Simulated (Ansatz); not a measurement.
bcc Mo

The numbers are results of HSE06 (Ansatz, a program for electronic structure, plane waves, PAW), not measurements.

Run with plane-wave cutoff 500 eV, 12×12×1 k mesh (along the axes of the cell as run), Fermi–Dirac smearing 0.1 eV, scalar-relativistic PAW data made under PBE.

Cell: relaxed with r²SCAN.

```
Quantity                             Result
--------------------------------  ---------
surface energy of the (111) face  3.37 J/m²
work function of the (111) face     3.94 eV
```

Note: exact exchange on metals is sensitive to the k mesh and can open a false gap; the run warned that the count of filled bands differs between k points.

The slab of 12 atoms is relaxed and unreconstructed.

Computing time: roughly 4 core-hours.
